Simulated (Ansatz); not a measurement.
A made-up structure of AlNH5S (charge +1), closed shell:

N1  (-0.262, 0.619, 0.540)
Al2  (-0.796, 0.892, -1.083)
S3  (0.447, -1.677, 0.686)
H4  (-0.862, -0.110, -2.224)
H5  (-1.333, 2.232, -1.560)
H6  (-0.163, 1.091, 1.439)
H7  (1.267, -1.684, -0.387)
H8  (1.447, -1.501, 1.575)
(Å)

It is relaxed with PBE-D4/def2-SVP and then PBE0-D4/def2-TZVP (Ansatz 0.2.0). Atoms count as bonded within 1.22 times the sum of their covalent radii (H–H: 0.88 Å). The end point is not checked to be a true minimum.

Problem. Does its bonding change? (A judgement: the text doesn't fix the answer.)

Solution. By the calculation: Yes. Formed: N1–S3; broken: none.

Where it ends: The first stage lowers the energy by 2.41 eV in 22 steps. It ends as AlNH₅S ([AlH2][NH][SH2]), total charge +1:
| atom | x (Å) | y (Å) | z (Å) |
| --- | --- | --- | --- |
| N1 | -0.2539 | 0.2450 | 0.5474 |
| Al2 | -0.5470 | 0.9085 | -1.1701 |
| S3 | 0.5562 | -1.0775 | 1.0225 |
| H4 | 0.1528 | -0.0662 | -2.1813 |
| H5 | -1.3868 | 2.2228 | -1.1918 |
| H6 | -0.6200 | 0.7093 | 1.3726 |
| H7 | 0.0992 | -2.0693 | 0.2161 |
| H8 | 1.7454 | -1.0087 | 0.3709 |

Labels in which every atom is bracketed show which atoms are joined, not bond orders.

For scale, one of the runs: PBE0-D4/def2-TZVP relaxation, 135 basis functions, launched by `ansatz run in.yaml --threads 2 --pin off --events-out ev --progress --plain --max-ram 4352MiB`. Hardware: 2 CPU threads of an Arm Neoverse V1, shared host. Wall time about 19 s.
